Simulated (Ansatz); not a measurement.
**Lanthanum, dhcp: convergence with the k-point mesh**

Computed with Ansatz, r²SCAN, scalar-relativistic PAW, on the relaxed cell (a = 3.787 Å, c = 12.062 Å (c/a = 3.185); spin not included). Errors count from a run at 500 eV on a Γ-centred 13×13×4 mesh with Fermi-Dirac smearing of 0.1 eV, extrapolated to zero width. Fixed here: cutoff 500 eV, Fermi-Dirac width 0.1 eV. The SCF starts from atomic densities corrected by a trained network.

| k-mesh | E(σ→0) error (meV/atom) | P (GPa) | SCF iterations |
| --- | --- | --- | --- |
| 2×2×1 | -987.3 | -6.97 | 8 |
| 3×3×1 | -82.7 | -2.61 | 8 |
| 4×4×1 | 108.7 | 0.80 | 8 |
| 5×5×2 | 23.5 | 0.17 | 8 |
| 6×6×2 | -8.5 | 0.03 | 8 |
| 8×8×2 | -1.4 | -0.09 | 8 |
| 10×10×3 | -1.1 | 0.01 | 8 |
| 14×14×4 | -0.3 | -0.02 | 8 |

Within 5 meV/atom of the last row: from 8×8×2 on.
